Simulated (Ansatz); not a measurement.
**SrY3: from a trial structure to a relaxed crystal**

All numbers below come from DFT PBE, scalar-relativistic, plane waves, PAW in Ansatz 0.2.0. Cutoff 420 eV, Γ-centred k mesh, Gaussian smearing, no spin polarisation in the final step.

The start puts SrY3 on the Cu3Au (L1_2) structure type (Pm-3m, No. 221), with Sr in place of Au, Y in place of Cu, at a guessed volume.

```yaml
crystal:
  lattice:
    - [4.79396, 0.00000, 0.00000]
    - [0.00000, 4.79396, 0.00000]
    - [0.00000, 0.00000, 4.79396]
  atoms:
    - { symbol: Sr, position: [0.00000, 0.00000, 0.00000] }
    - { symbol: Y, position: [0.00000, 0.50000, 0.50000] }
    - { symbol: Y, position: [0.50000, 0.00000, 0.50000] }
    - { symbol: Y, position: [0.50000, 0.50000, 0.00000] }
```

Cell and atoms relax at zero pressure; the relaxation can't lower the symmetry of the start. After a coarse first stage the cell is made exact in the group found at 0.06 Å.

The zero of energy is the elements' standard structures at the same level; no fitted shifts are applied.

Task: Which crystal results?

Result: It keeps Pm-3m (No. 221). The result has the Cu3Au (L1_2) structure. Conventional cell: a = 5.239 Å. Sr is coordinated by 12 Y at 3.70 Å; Y is coordinated by 4 Sr at 3.70 Å and 8 Y at 3.70 Å.

Space group Pm-3m (No. 221). a = 5.239 Å, b = 5.239 Å, c = 5.239 Å, α = 90.00°, β = 90.00°, γ = 90.00°
```tsv
atom	site	symmetry	x	y	z
Sr	1a	m-3m	0.0000	0.0000	0.0000
Y	3c	4/mm.m	0.0000	0.5000	0.5000
```

Task: What are its volume, energy, density and gap?

Result: The volume per atom is 35.94 Å³, the density is 4.09 g/cm³ and the energy over the elements is 0.21 eV/atom. The gap on the 10×10×10 mesh is 0 eV (a metal).

The final run used a 10×10×10 mesh on its 4-atom cell and 0.10 eV smearing. The k mesh leaves about 4 meV/atom of noise in metals. A structure relaxed within its symmetry needn't be a true minimum.

Cost: 3 runs of about 0.72 core-minutes in all, on Arm Neoverse V1 (shared hosts).